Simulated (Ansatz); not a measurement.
# Se4 ([Se4]2+): the cost of one run

The runs use Ansatz 0.2.0, Gaussian basis; the settings change from run to run.

## Step 1: The geometry

The structure was relaxed beforehand with r2SCAN-D4/def2-SVP.

4 atoms, charge 2, spin multiplicity 1.

Atoms are counted from 1 here; the program's logs count them from 0.

Bond lengths: Se1–Se2 2.329 Å, Se1–Se4 2.329 Å, Se2–Se3 2.329 Å, Se3–Se4 2.329 Å. Angles: Se2–Se1–Se4 90.1°, Se1–Se2–Se3 89.9°, Se2–Se3–Se4 90.1°, Se1–Se4–Se3 89.9°.

## Step 2: B3LYP/ANO-RCC-VTZP

This run has unrestricted orbitals, D3(BJ) with three-body dispersion.

Contents of in.yaml:

```yaml
crystal:
  periodic: [false, false, false]
  atoms:
    - {symbol: Se, position_ang: [-1.041099, -0.681615, 1.075790]}
    - {symbol: Se, position_ang: [0.807893, 0.724780, 1.240992]}
    - {symbol: Se, position_ang: [1.040984, 0.681696, -1.075744]}
    - {symbol: Se, position_ang: [-0.807779, -0.724850, -1.241038]}
basis:
  gaussian: {orbitals: ANO-RCC-VTZP}
total_charge: 2
magnetization: {spin_polarized: true, initial_magnetization: 0}
hamiltonian: {xc: {name: B3LYP}, dispersion: d3bjatm}
scf: {omitted_lower_state_checks: [starts]}
```

The run is started by

```console
> ansatz run in.yaml --threads 2 --pin off --events-out ev --progress --plain --max-ram 4352MiB
```

What time and memory should one allow on 2 threads of Intel Xeon Platinum 8259CL at 2.50GHz, shared host?

About 46 s, with a peak of 0.93 GiB.
